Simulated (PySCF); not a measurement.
# Bond length, frequency and bond energy of SiN by level of theory

State: ²Σ⁺ (doublet), unpaired electrons σ ↑. Set-up: PySCF, spin-free X2C with a Gaussian nucleus, basis sets Si x2c-TZVPPall, N x2c-TZVPPall. De refers to Si + N in their high-spin ground configurations, without counterpoise correction. The functionals are run spin-unrestricted. A positive dipole means Si(−)N(+).

```tsv
Level	Re (Å)	ωe (cm⁻¹)	De (eV)	μ (D)
ROHF	1.534	1309	1.09	-2.45
ROHF-MP2	1.592	1086	4.32	n/a
ROHF-SCS-MP2	1.588	1102	4.32	n/a
ROHF-CCSD	1.571	1184	3.89	n/a
ROHF-CCSD(T)	1.585	1129	4.28	n/a
PBE	1.579	1148	5.14	-2.71
revPBE	1.584	1136	4.84	-2.67
r²SCAN	1.568	1179	4.57	-2.59
TPSSh	1.569	1173	4.55	-2.62
B3LYP	1.567	1179	4.67	-2.76
PBE0	1.563	1195	4.44	-2.66
HSE06	1.563	1192	4.44	-2.67
B2PLYP	1.569	1232	4.59	-2.61
```

The bond length runs from 1.534 Å (ROHF) to 1.592 Å (ROHF-MP2). De spans 1.09 eV (ROHF, mean field) to 5.14 eV (PBE, GGA). Correlation at CCSD(T) changes the Hartree–Fock bond energy by +3.19 eV; the triples alone change it by +0.39 eV.

Correlated steps freeze 6 core orbitals. B2PLYP dipoles, levels and charges come from its SCF part alone. The CCSD T1 diagnostic is raised, a sign that a single reference may not be enough here. UHF is strongly spin-contaminated for SiN, so the ROHF reference used there is far from stable. The state was picked by a PBE0 search and need not be the measured ground state.
